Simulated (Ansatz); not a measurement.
# HAlGa⁺, singlet in cc-pVDZ: errors against full CI

Geometry: that of the HAlGa, doublet, kept fixed.

```xyz
3

Al    0.0000    0.0000    0.3496
Ga    0.0000    0.0000   -2.3209
H     0.0000    0.0000    1.9714
```

Basis cc-pVDZ; Ansatz 0.2.0. Only valence electrons are correlated (noble-gas cores and the filled d shells of p-block atoms frozen), which leaves 6 electrons in 31 orbitals. Prefix R: restricted or restricted open-shell reference; prefix U: unrestricted. Active spaces: valence = (6e, 9o) chosen from the atoms' valence shells. No spin–orbit coupling is included, and no scalar relativity.

Full CI is exact within this basis and frozen core; it isn't the basis-set limit. The frozen core follows each run's orbitals, which can shift R against U totals by a few meV for light atoms and by up to 0.1 eV past Ca.

The UHF ⟨S²⟩ is 0.149. The T1 diagnostic (RCCSD) is 0.0151 and the largest doubles amplitude (RCCSD) is 0.092.

```tsv
level	E − E(full CI) (kJ/mol)	share of correlation (%)	wall time
RHF	302.3	0.00	–
RMP2	90.3	70.14	–
CISD	25.8	91.46	1.1 s
RCCSD	8.3	97.25	–
RCCSD(T)	2.3	99.24	1.4 s
BCCD(T)	2.3	99.24	0.81 s
RCCSDT	0.5	99.85	–
RCCSDT(Q)	0.1	99.96	2 s
RCCSDTQ	0.0	100.00	17 s
CASSCF (valence space)	104.3	65.50	–
NEVPT2 (valence space)	35.3	88.32	4.9 s
MRCISD (valence space)	4.1	98.65	–
MRCISD+Q (valence space)	1.0	99.66	6.5 s
```

The correlation energy at full CI, counted from RHF, is -3.133 eV. That run took 33 s on 1 thread of Arm Neoverse V1, shared host over 5,065,957 determinants.

Run but not shown, since their state, orbitals or frozen core can't be matched to the reference's or they repeat it: UHF.

Times hold each run's SCF and search for its determinant on a shared host, so for small cases they say little of a method's own cost; they ran on 1 thread of Arm Neoverse V1. Some runs computed forces too.

The full-CI state has the irrep A1 of C2v, in the program's axes (one component, if the state is degenerate).

Natural occupations of full CI about the gap: 1.947 1.917 1.865 0.049 0.049 0.049 0.030 0.030 0.017 0.009; effectively unpaired electrons, Σ n²(2−n)², 0.14.
